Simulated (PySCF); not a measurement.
Mapped SMILES: `[CH3:1][CH2:2][CH2:3][O:4][CH3:5]` (H(Xn): hydrogen on atom n).

GIAO shifts from PySCF 2.14 on PBE0-D3(BJ)/def2-SVP geometries (one conformer, non-relativistic, equivalent nuclei averaged), against TMS at the same level and in the same medium; PCM means IEF-PCM chloroform.

Measured (solution, not stated per compound (mostly CDCl3 or CCl4); Pretsch, Buehlmann, Badertscher, Structure Determination of Organic Compounds, 4th ed. (2009)): C3 74.5, C2 23.2, C1 10.5 ppm.

Which unscaled values do B3LYP/pcSseg-2, gas; PBE0/pcSseg-1, PCM; WP04/pcSseg-1, PCM; wB97X-D/pcSseg-1, PCM give, and how close are they?

## Answers


```tsv
atoms	measured	B3LYP/pcSseg-2, gas	PBE0/pcSseg-1, PCM	WP04/pcSseg-1, PCM	wB97X-D/pcSseg-1, PCM
C3	74.5	82.1	77.6	77.4	76.8
C2	23.2	29.4	26.9	28.7	26.6
C1	10.5	12.1	11.3	13.7	11.5
```

Mean absolute error for ¹³C: B3LYP/pcSseg-2, gas 5.1, PBE0/pcSseg-1, PCM 2.5, WP04/pcSseg-1, PCM 3.9, wB97X-D/pcSseg-1, PCM 2.2 ppm.
